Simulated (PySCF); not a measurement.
Identify the unknown among the candidates.

All candidates are C4H4FN.

| technique | computed result |
| --- | --- |
| 13C NMR | chemical shifts (computed TMS as zero) by class: 144.5 (1 C), 133.3 (1 C), 121.1 (1 C), 87.5 (1 C) ppm [GIAO PBE/pcSseg-2] |
| Rotational structure | rotational constants A, B, C: 5.576, 2.698, 1.962 GHz [PBE0-D3(BJ)/def2-SVP] |
| NMR, other nuclei | isotropic shieldings of nuclei other than C and H, by class: -53 (1 N), 354 (1 F) ppm [GIAO PBE/pcSseg-2] |
| Triplet | lowest triplet excitation (Tamm–Dancoff): 4.35 eV [TDA B3LYP/def2-SVPD] |
| XPS | C1s 291.5, C1s 291.7, C1s 292.7, C1s 294.9, N1s 405.7, F1s 693.1 eV [ΔSCF SCAN, pcX-2 on the ionised atom, pcseg-1 elsewhere, spin-free X2C] |
| UV, strongest line | among the 10 lowest singlet transitions: S2 at 6.82 eV (182 nm, f = 0.166) [TDDFT B3LYP/def2-SVPD] |
| UV, first state | lowest singlet excitation: 6.74 eV (184 nm, f = 0.080) [TDDFT B3LYP/def2-SVPD] |

The electronic properties come from PySCF, for the isolated species, density fitting. Levels stand in brackets. One conformer (not necessarily the lowest) at the PBE0-D3(BJ)/def2-SVP geometry, without solvent, vibrations or thermal averaging. Each NMR value is the plain mean over a class of atoms that symmetry, rotation or inversion makes alike.

**Question.** Which candidate is it?
A. `C/C(C#N)=C/F`
B. `N#CC/C=C/F`
C. `C=C[C@H](F)C#N`

**Answer.** C. It is `C=C[C@H](F)C#N`. Numbering: `[CH2:1]=[CH:2][C@H:3]([F:4])[C:5]#[N:6]`. Its formula, C4H4FN, gives 3 degrees of unsaturation: 0 rings and 3 π bonds in the structure found. 4 carbons fall into 4 classes; from least to most shielded: alkene CH carbon [C2] (144.5 ppm), terminal =CH2 carbon [C1] (133.3 ppm), nitrile carbon [C5] (121.1 ppm), sp3 C–F carbon [C3] (87.5 ppm). The other shieldings belong to: -53 ppm, nitrile nitrogen [N6]; 354 ppm, alkyl fluorine [F4]. The core levels belong to: C1s 291.5 eV, terminal =CH2 carbon [C1]; C1s 291.7 eV, alkene CH carbon [C2]; C1s 292.7 eV, nitrile carbon [C5]; C1s 294.9 eV, sp3 C–F carbon [C3]; N1s 405.7 eV, nitrile nitrogen [N6]; F1s 693.1 eV, alkyl fluorine [F4]. The hole state at 292.7 eV has ⟨S²⟩ = 0.82 against 0.75, so that value is less sure. The optimised geometry has point group C1 and is an asymmetric top.

The others, at the same levels:
- `N#CC/C=C/F` fails: its computed 13C shifts are 164.7 (1 C), 120.9 (1 C), 110.3 (1 C), 18.1 (1 C) ppm, core binding energies are C1s 291.5, C1s 292.5, C1s 293.0, C1s 293.5, N1s 405.3, F1s 693.7 eV and rotational constant A is 14.123 GHz (against 5.576 GHz).
- `C/C(C#N)=C/F` fails: its computed 13C shifts are 171.0 (1 C), 120.4 (1 C), 102.4 (1 C), 16.2 (1 C) ppm, core binding energies are C1s 291.9, C1s 292.3, C1s 292.3, C1s 293.5, N1s 405.0, F1s 693.9 eV and lowest singlet excitation is 6.09 eV (204 nm, f = 0.297) (against 6.74 eV).

Each candidate is one conformer, not necessarily the lowest. Dipoles, sizes and rotational constants follow the conformer. The torsions of the flexible species, by atom-mapped SMILES:
- `[CH2:1]=[CH:2][C@H:3]([F:4])[C:5]#[N:6]`: C1–C2–C3–F4 -123°
- `[N:1]#[C:2][CH2:3]/[CH:4]=[CH:5]/[F:6]`: C2–C3–C4–C5 -120°
